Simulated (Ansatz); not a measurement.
## Worked example: SiN⁺, quintet against SiN⁺, triplet

Geometry (PBE0/def2-TZVP stationary point of a triplet), kept for both states (SiN⁺, triplet: Σ⁻; SiN⁺, quintet: Π):

```xyz
2

Si    0.0000    0.0000    0.0000
N     0.0000    0.0000    1.7854
```

Basis cc-pVTZ; Ansatz 0.2.0. Only valence electrons are correlated (noble-gas cores frozen). R marks a restricted (for open shells ROHF) determinant, U an unrestricted one.

Full CI isn't at hand for all of this; UCCSDT(Q) serves as the reference, and is uncertain by about the last step of the cluster series.

| level | E(SiN⁺, triplet) (hartree) | E(SiN⁺, quintet) (hartree) |
| --- | --- | --- |
| UHF | -343.008027 | -342.937522 |
| UMP2 | -343.194894 | -343.096585 |
| UCCSD(T) | -343.234332 | -343.135314 |
| PBE | -343.566353 | -343.465889 |
| wB97M-V | -343.758940 | -343.647269 |
| UCCSDT(Q) | -343.236053 | -343.137076 |

**Question.** Give the vertical gap, SiN⁺ quintet less SiN⁺ triplet, at each level in eV (1 hartree = 27.2114 eV), and each error against UCCSDT(Q).

**Answer.** UCCSDT(Q): (-343.137076 − (-343.236053)) × 27.2114 = 2.693 eV (the reference)
wB97M-V: (-343.647269 − (-343.758940)) × 27.2114 = 3.039 eV, error 0.346 eV
PBE: (-343.465889 − (-343.566353)) × 27.2114 = 2.734 eV, error 0.041 eV
UCCSD(T): (-343.135314 − (-343.234332)) × 27.2114 = 2.694 eV, error 0.001 eV
UMP2: (-343.096585 − (-343.194894)) × 27.2114 = 2.675 eV, error -0.018 eV
UHF: (-342.937522 − (-343.008027)) × 27.2114 = 1.919 eV, error -0.774 eV

Total energies of functionals can't be set beside those of wave-function methods, since they hold the core's correlation and their own absolute errors; only the differences compare.

Each level lands on the state that its own search finds. T1 diagnostics of restricted CCSD: 0.025 and 0.053.
